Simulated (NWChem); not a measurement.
**Correlation energy of isobutene (C4H8)**

```
C
C 1 1.3494
H 2 1.1018 1 121.44
H 2 1.1018 3 117.13 1 180.00
C 1 1.5080 2 122.13 3 180.00
H 5 1.1072 1 112.17 2 0.00
H 5 1.1122 6 108.14 1 122.78
H 5 1.1122 6 108.14 7 114.44
C 1 1.5080 2 122.13 3 0.00
H 9 1.1072 1 112.17 2 0.00
H 9 1.1122 10 108.14 1 -122.78
H 9 1.1122 10 108.14 11 -114.44
```
Charge 0, spin multiplicity 1.

The numbers come from NWChem runs, not from measurements. The geometry was optimised at PBE/def2-SVP, a minimum by its harmonic frequencies.

Basis set: 6-31G*. Each correlation energy counts from its own Hartree-Fock reference.

The correlated methods keep 4 core orbitals frozen. The Pople sets run with spherical d functions. Coupled-cluster values serve here as a point of comparison, not as the truth.

Problem. Order these methods by the correlation energy they give, lowest first: MP2, SCS-MP2, CR-CCSD[T], CCSD, CCSD+T(CCSD).

Solution. CCSD+T(CCSD) (-584.4 mHa), CR-CCSD[T] (-579.5 mHa), CCSD (-565.5 mHa), MP2 (-514.9 mHa), SCS-MP2 (-513.4 mHa)
